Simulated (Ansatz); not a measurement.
System: hcp Hf. Method: r²SCAN+rVV10 in Ansatz (plane waves, PAW).

Numerical settings: plane-wave cutoff 560 eV, 18×18×12 k mesh (along the axes of the cell as run), Fermi–Dirac smearing 0.05 eV, scalar-relativistic PAW data made under PBE.

The volume scan:

```
V (Å³/atom)  E − E_lowest (meV/atom)  P (GPa)
-----------  -----------------------  -------
21.204                         13.16     4.91
21.646                          3.20     2.35
22.088                          0.00     0.00
22.530                          3.00    -2.15
22.971                         11.69    -4.13
```

Problem. Estimate the bulk modulus from the pressures at 21.646 and 22.530 Å³/atom, and compare it with a fit to all energies.

Solution. B = −V dP/dV. Between V = 21.646 and 22.530 Å³/atom, dP/dV = (-2.15 − (2.35))/(22.530 − 21.646) = -5.09 GPa per Å³/atom; at the midpoint 22.088 Å³/atom this gives B ≈ 112 GPa. The third-order Birch–Murnaghan fit gives V0 = 22.089 Å³/atom, B0 = 112 GPa, B′ = 3.3, which lies within 1 % of that estimate.

Shape and atoms are relaxed at each volume.

Measured, for comparison: bulk modulus 110 GPa (zero-point energy and finite temperature contributions removed; as tabulated in doi:10.1021/acs.jctc.3c00612). Computed (rounded) less measured: bulk modulus +2 %.

Note: the bulk modulus comes from volumes at which shape and atoms were relaxed.

Spin–orbit coupling is not included.

The computed numbers hold no vibrational or temperature effects.

It cost about 8 core-minutes (a rough figure) of CPU time.

Ansatz is a quantum-chemistry and plane-wave program.
